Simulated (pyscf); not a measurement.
H₂S + germane (GeH₄) → HS–GeH₃ + hydrogen (H₂), a four-centre exchange (singlet surface; H–S, Ge–H broken, Ge–S, H–H formed). Single points on ωB97X-D3(BJ)/def2-SVP structures (PySCF, gas phase). Energies in eV from the separated reactants.

Small-basis levels: PySCF, no dispersion term, spherical d functions. 

**Question.** In single points B3LYP/6-31G*+LANL2DZ puts the saddle at 2.62 eV and the reaction energy at -0.12 eV. Should these be trusted to within a few kcal/mol? Compare with ωB97M-D3(BJ)/def2-TZVP.

**Answer.** ωB97M-D3(BJ)/def2-TZVP gives ΔE‡ = 2.39 eV and ΔE = -0.19 eV. B3LYP/6-31G*+LANL2DZ lies 0.23 eV over it in the barrier and 0.07 eV over it in the reaction energy, so on this step it does not hold to within 0.13 eV. ωB97M-D3(BJ)/def2-TZVP has limits of its own. One saddle was located; it need not be the lowest between these sides. In the def2 sets elements up to Kr have no core potential.
